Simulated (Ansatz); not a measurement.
# [CH3···H···NH], triplet along the distance C1-H5

Starting geometry:

```yaml
atoms:
  - { symbol: C, position_ang: [-1.3382, 0.0326, 0.0000] }
  - { symbol: H, position_ang: [-1.7014, 1.0599, 0.0000] }
  - { symbol: H, position_ang: [-1.7014, -0.4811, 0.8897] }
  - { symbol: H, position_ang: [-1.7014, -0.4811, -0.8897] }
  - { symbol: H, position_ang: [-0.2486, 0.0326, 0.0000] }
  - { symbol: N, position_ang: [1.4118, 0.0326, 0.0000] }
  - { symbol: H, position_ang: [1.6809, -0.9716, 0.0000] }
```

From there H5 is moved from one fragment to the other while all else, the fragments' distance too, stays fixed, so the hump isn't the reaction's barrier; atoms are numbered as listed. Energies are in kJ/mol, counted from the starting geometry at the same level. Kohn–Sham curves are unrestricted where that lies lower.

Basis cc-pVDZ; Ansatz 0.2.0. Only valence electrons are correlated (noble-gas cores frozen). R marks a restricted (for open shells ROHF) determinant, U an unrestricted one.

In so small a basis the reference is far from its limit while semilocal and hybrid functionals are nearer theirs (RPA and double hybrids share much of the reference's basis error), so the functionals' errors here hold much of the reference's basis and frozen-core error, which can add to them or hide them.

Full CI isn't at hand for all of this; UCCSDT(Q) serves as the reference, and is uncertain by about the last step of the cluster series.

```csv
distance C1-H5 (Å),UCCSDT(Q),PBE,revPBE,r2SCAN,PBE0,B3LYP,wB97M-V,B2PLYP,RPA-PBE
1.090,0.0,0.0,0.0,0.0,0.0,0.0,0.0,0.0,0.0
1.178,12.4,2.3,3.2,5.9,8.0,7.5,10.9,10.7,10.6
1.355,64.3,30.4,32.6,39.5,47.6,45.4,57.0,56.1,55.0
1.533,86.4,45.1,47.6,52.3,64.3,61.6,76.4,74.1,75.0
1.710,79.1,54.0,55.5,51.2,62.7,61.6,71.2,68.3,76.3
```
